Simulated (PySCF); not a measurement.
Electronic absorption of C2H2O

C₂H₂O.
Cartesian coordinates in Å at the PBE0-D3(BJ)/def2-TZVP level; atoms count from 1:
```xyz
5
C2H2O angstrom
C     -0.4823   -0.0346    0.2253
C      0.6963    0.0306   -0.3357
O      1.7399    0.0879   -0.8306
H     -1.1632   -0.8233   -0.0583
H     -0.7584    0.7015    0.9653
```

Computed, not measured: TDDFT CAM-B3LYP/aug-cc-pVTZ, vertical, gas phase, core orbitals frozen in the response (PySCF). Isolated species at its PBE0-D3(BJ)/def2-TZVP geometry, gas phase.

Task: Predict the UV-vis stick spectrum at this level.

Result: 

| state | E (eV) | E (hartree) | f | symmetry | main configurations (H = HOMO, L = LUMO) |
| --- | --- | --- | --- | --- | --- |
| S1 | 3.93 | 0.1443 | 0.0000 | – | H→L+1 (94%) |
| S2 | 5.85 | 0.2149 | 0.033 | B1 or B2 | H→L (87%), H→L+8 (9%) |
| S3 | 6.92 | 0.2541 | 0.0000 | – | H→L+2 (85%) |
| S4 | 7.04 | 0.2589 | 0.0048 | B1 or B2 | H→L+3 (90%) |
| S5 | 7.19 | 0.2644 | 0.122 | A1 | H→L+4 (90%) |
| S6 | 7.94 | 0.2918 | 0.028 | A1 | H→L+5 (75%), H-1→L+1 (11%) |
| S7 | 8.20 | 0.3014 | 0.013 | B1 or B2 | H→L+6 (86%) |
| S8 | 8.33 | 0.3062 | 0.0000 | – | H→L+7 (94%) |
| S9 | 8.53 | 0.3136 | 0.0054 | B1 or B2 | H→L+8 (80%) |
| S10 | 8.83 | 0.3246 | 0.0001 | – | H→L+9 (66%), H→L+5 (19%), H-1→L+1 (9%) |

Triplets (Tamm–Dancoff): T1 3.59 eV, H→L+1 (93%); T2 5.40 eV, H→L+9 (44%), H→L+4 (27%), H→L+5 (26%); T3 5.67 eV, H→L (82%), H→L+8 (13%); T4 6.91 eV, H→L+2 (84%), H→L+10 (8%).

The lowest singlet lies at 3.93 eV (316 nm, ultraviolet) and is dark (f under 0.0005); its leading configuration is HOMO→LUMO+1 (94%). The strongest level in the table is S5 at 7.19 eV (172 nm, f = 0.122). Löwdin shares by element: HOMO carbon 64%, oxygen 23%, hydrogen 7% or more; LUMO (one of a set within 0.03 eV) hydrogen 88%, carbon 10%. Orbital energies (eV): HOMO-3 -15.43, HOMO-2 -14.58, HOMO-1 -13.05, HOMO -8.52, LUMO 0.20, LUMO+1 0.21, LUMO+2 0.84. The oscillator strengths of these states sum to 0.206; summed over the whole spectrum of an exact calculation they would give the number of electrons, 22 (Thomas–Reiche–Kuhn). Weighted by f, the mean energy of these states is 7.17 eV. Symmetry labels in C2v follow from the direction of the transition dipole and are given only for states with f of 0.002 or more; B1 and B2 swap with the choice of axes. Only the lowest 10 singlets were computed, as vertical energies without vibronic structure.
